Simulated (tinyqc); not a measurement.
Inside a calculation (part 3 of 3). Method: UHF in the sto-3g basis, for H2O+, spin multiplicity 2. This run ends on a higher stationary point, not on the lowest solution. Computed by tinyqc, a small Python program that keeps every step (integrals from PySCF). Command: `OMP_NUM_THREADS=1 python tinyqc.py 20745 20746 out.jsonl` (the two numbers bound the seeds that draw the settings). One thread of a shared host (Intel(R) Xeon(R) Processor @ 2.60GHz), about 0.2 s of CPU time with the checks.

Geometry (angstrom):
```
atom         x          y         z
O     0.000000   0.000000  0.000000
H     0.000000   1.009000  0.641000
H     0.000000  -1.009000  0.641000
```

## Convergence

Stop when the energy changes by less than 1e-10 hartree and every element of the error matrix X^T (F D S - S D F) X (for each spin) is below 3e-06.

Course of the cycle:
```
iteration   E (hartree)     change  largest element of the error matrix
1          -26.35476989          -                             1.44e-01
2          -73.79827914  -4.74e+01                             3.24e-01
3          -73.91301764  -1.15e-01                             3.21e-01
4          -73.91745096  -4.43e-03                             3.21e-01
5          -73.92157916  -4.13e-03                             3.20e-01
6          -73.94595056  -2.44e-02                             3.18e-01
7          -74.03975050  -9.38e-02                             2.99e-01
8          -74.38315514  -3.43e-01                             5.71e-02
9          -74.39380400  -1.06e-02                             1.65e-02
10         -74.39780204  -4.00e-03                             8.48e-03
11         -74.39946127  -1.66e-03                             2.96e-03
12         -74.39950161  -4.03e-05                             9.98e-04
13         -74.39951197  -1.04e-05                             1.64e-04
14         -74.39951208  -1.10e-07                             1.82e-05
15         -74.39951208  -2.37e-09                             4.96e-06
16         -74.39951208  -1.50e-10                             6.66e-07
17         -74.39951208  -2.84e-12                             1.36e-09
```

PySCF UHF in the same basis, after a stability check = -74.63142468 hartree

Converged in 17 iterations. But the solution lies 0.23191 hartree above the reference: it is another stationary point, not the lowest one. Reruns (cap 100 unless said): DIIS 8: converged in 18 to a higher stationary point; damping 0.5: converged in 77 to a higher stationary point; level shift 0.5: converged in 59 to a higher stationary point; atomic densities as start, DIIS 8: converged in 11.

## Populations, bond orders and dipole

D(alpha) after iteration 17, order 1O 1s, 1O 2s, 1O 2px, 1O 2py, 1O 2pz, 2H 1s, 3H 1s:
$$\begin{pmatrix}
1.056313 & -0.239595 & 0.000000 & 0.000000 & 0.047689 & -0.003885 & -0.003885 \\
-0.239595 & 1.037978 & 0.000000 & 0.000000 & -0.253881 & -0.039601 & -0.039601 \\
0.000000 & 0.000000 & 1.000000 & 0.000000 & 0.000000 & 0.000000 & 0.000000 \\
0.000000 & 0.000000 & 0.000000 & 0.420833 & 0.000000 & 0.268670 & -0.268670 \\
0.047689 & -0.253881 & 0.000000 & 0.000000 & 0.571033 & 0.278295 & 0.278295 \\
-0.003885 & -0.039601 & 0.000000 & 0.268670 & 0.278295 & 0.314857 & -0.028194 \\
-0.003885 & -0.039601 & 0.000000 & -0.268670 & 0.278295 & -0.028194 & 0.314857
\end{pmatrix}$$

D(beta) after iteration 17, order 1O 1s, 1O 2s, 1O 2px, 1O 2py, 1O 2pz, 2H 1s, 3H 1s:
$$\begin{pmatrix}
1.056384 & -0.238213 & 0.000000 & 0.000000 & 0.030568 & -0.009929 & -0.009929 \\
-0.238213 & 1.019377 & 0.000000 & 0.000000 & -0.165317 & 0.008967 & 0.008967 \\
0.000000 & 0.000000 & 1.000000 & 0.000000 & 0.000000 & 0.000000 & 0.000000 \\
0.000000 & 0.000000 & 0.000000 & 0.000000 & 0.000000 & 0.000000 & 0.000000 \\
0.030568 & -0.165317 & 0.000000 & 0.000000 & 0.786788 & 0.194304 & 0.194304 \\
-0.009929 & 0.008967 & 0.000000 & 0.000000 & 0.194304 & 0.050536 & 0.050536 \\
-0.009929 & 0.008967 & 0.000000 & 0.000000 & 0.194304 & 0.050536 & 0.050536
\end{pmatrix}$$

overlap S, order 1O 1s, 1O 2s, 1O 2px, 1O 2py, 1O 2pz, 2H 1s, 3H 1s:
$$\begin{pmatrix}
1.000000 & 0.236704 & 0.000000 & 0.000000 & 0.000000 & 0.030650 & 0.030650 \\
0.236704 & 1.000000 & 0.000000 & 0.000000 & 0.000000 & 0.333096 & 0.333096 \\
0.000000 & 0.000000 & 1.000000 & 0.000000 & 0.000000 & 0.000000 & 0.000000 \\
0.000000 & 0.000000 & 0.000000 & 1.000000 & 0.000000 & 0.256653 & -0.256653 \\
0.000000 & 0.000000 & 0.000000 & 0.000000 & 1.000000 & 0.163047 & 0.163047 \\
0.030650 & 0.333096 & 0.000000 & 0.256653 & 0.163047 & 1.000000 & 0.115738 \\
0.030650 & 0.333096 & 0.000000 & -0.256653 & 0.163047 & 0.115738 & 1.000000
\end{pmatrix}$$

Mulliken: Z minus the diagonal of D S on the atom; Loewdin: the same with S^(1/2) D S^(1/2); Mayer order: 2 sum_s sum (D(s) S)_ij (D(s) S)_ji over the two atoms.

Charges (e):
```
atom  Mulliken   Loewdin  Mulliken spin
1O    0.006725  0.092298       0.356267
2H    0.496638  0.453851       0.321866
3H    0.496638  0.453851       0.321866
```

Mayer bond orders:
```
pair     order
2-1   0.631642
3-1   0.631642
3-2   0.018111
```

dipole moment about the origin, x y z (debye): [0.000000, 0.000000, 3.492785]

<S^2> of the determinant (pure state: 0.75) = 0.796269
